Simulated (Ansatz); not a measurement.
# LiS+ (triplet): wave-function methods side by side, cc-pVDZ

An exercise on one series of results from a longer session: the logs are not shown, and one member is left open.

The runs use Ansatz 0.2.0, Gaussian basis; cc-pVDZ, core rule «outside noble gas», up to 6 orbitals frozen.

To be run: UHF; CCSD(T) on ROHF; CCSD(T) on UHF; BCCD(T) on ROHF; CISD; CCSDT(Q) on ROHF; CCSDT(Q) on UHF; CISDTQ; Full CI.

12 further runs of the same task are left out: 4 for a known fault of the program, 4 that didn't finish, 4 set aside as unsound or not needed.

### What is computed

The geometry is a PBE0/def2-TZVP stationary point (not a proven minimum) of the parent state, kept for this charge and spin.

2 atoms, charge 1, spin multiplicity 3.

Atoms are counted from 1 here; the program's logs count them from 0.

Bond lengths: S1–Li2 2.443 Å.

Coordinates:

```xyz
2
LiS
S     0.0000    0.0000    0.0000
Li    0.0000    0.0000    2.4427
```

The first run:

in.yaml reads:

```yaml
crystal:
  periodic: [false, false, false]
  atoms:
    - {symbol: S, position_ang: [0.000000, 0.000000, 0.000000]}
    - {symbol: Li, position_ang: [0.000000, 0.000000, 2.442700]}
basis:
  gaussian: {orbitals: cc-pVDZ}
total_charge: 1
magnetization: {spin_polarized: true, initial_magnetization: 2}
hamiltonian: {xc: hf}
output: {orbitals: {seedname: orbitals}}
```

Run with:

```
$ ansatz run in.yaml --threads 1 --pin off --events-out ev --progress --plain --max-ram 2393MiB
```

Steps of the session up to this table: UHF; CCSD(T) on ROHF; CCSD(T) on UHF; BCCD(T) on ROHF; CISD; CCSDT(Q) on ROHF; CCSDT(Q) on UHF; CISDTQ; Full CI.

One table of the session follows, with a row left open; its other results are not shown here.

```
   method  from FCI (meV)
     ROHF         +3030.3
      UHF         +2902.8
     RMP2          +557.0
     UMP2          +578.2
     CISD          +127.1
    RCCSD           +57.4
    UCCSD           +53.9
 RCCSD(T)           +13.6
 UCCSD(T)           +12.6
  BCCD(T)           +13.2
   RCCSDT               ?
   UCCSDT            +3.1
   CISDTQ            +1.0
RCCSDT(Q)            +0.3
UCCSDT(Q)            +0.1
      FCI               0
```

Q: Estimate the row for RCCSDT from the others.

As computed: from FCI (meV): +3.6. In the column «from FCI (meV)» it lies between UCCSDT (+3.1) and UCCSD(T) (+12.6).

Caveats from the session: Levels on UHF freeze UHF's core orbitals, full CI those of ROHF, so the U rows can settle a little off it for that reason alone. Restricted and unrestricted rows rest on different reference determinants; where their highest levels disagree by more than a few hundredths of an eV, they describe different states and don't form one ladder.
